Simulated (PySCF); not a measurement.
Gas-phase XPS of `NCC#CC=O`, computed

C4H5NO.
Numbering: `[NH2:1][CH2:2][C:3]#[C:4][CH:5]=[O:6]`

Computed, not measured: PySCF, delta-SCF UKS SCAN, pcX-2 on the ionised atom, pcseg-1 elsewhere, spin-free X2C. Vertical ΔSCF values, vacuum level as zero.

Problem. List the computed XPS lines with their assignment.

Solution. 
| atom(s) | environment | level | binding energy (eV) | above the level's lowest (eV) | count |
| --- | --- | --- | --- | --- | --- |
| C4 | alkyne carbon | C 1s | 290.69 | 0.00 | 1 |
| C3 | alkyne carbon | C 1s | 291.12 | +0.43 | 1 |
| C2 | sp3 carbon bound to nitrogen | C 1s | 292.82 | +2.13 | 1 |
| C5 | aldehyde carbon | C 1s | 293.83 | +3.14 | 1 |
| N1 | primary amine nitrogen | N 1s | 405.49 | 0.00 | 1 |
| O6 | aldehyde oxygen | O 1s | 537.78 | 0.00 | 1 |

Lowest listed C 1s: C4, bonded to C (triple bond) and C. Highest, 3.14 eV above it: C5, bonded to O (double bond), C and H. Summing the Pauling electronegativity differences to the bonded atoms, each weighted by its formal bond order, gives 0.00 for the lowest site and +1.43 for the highest; no listed site has a larger sum than the highest. The smallest sum, -0.21, belongs to C2, 2.13 eV above the lowest.

Problem. Give the binding energy of O 1s of O6 in hartree and in kJ/mol.

Solution. 537.78 eV = 19.7631 Eh = 51888 kJ/mol.

Problem. Which effective nuclear charge Zeff reproduces each element's mean 1s value in the hydrogen-like formula E = 13.606 eV × Zeff²?

Solution. C (Z = 6): mean 292.1 eV, Zeff = 4.63, Z − Zeff = 1.37; N (Z = 7): mean 405.5 eV, Zeff = 5.46, Z − Zeff = 1.54; O (Z = 8): mean 537.8 eV, Zeff = 6.29, Z − Zeff = 1.71. Means run over the listed sites, weighted by atom count.

The unrestricted hole states depart most from a pure doublet (⟨S²⟩ = 0.75; over 0.85 named) for C 1s of C3 (0.88) and C 1s of C5 (0.97), which makes these values less certain. Isolated species at its GFN2-xTB geometry (one conformer only).

Time: 63 s. Hardware: an Arm Neoverse V1 with one thread (shared host).

Conformer computed: `[NH2:1][CH2:2][C:3]#[C:4][CH:5]=[O:6]`: H–N1–C2–C3 -60°, H–N1–C2–C3 60°.
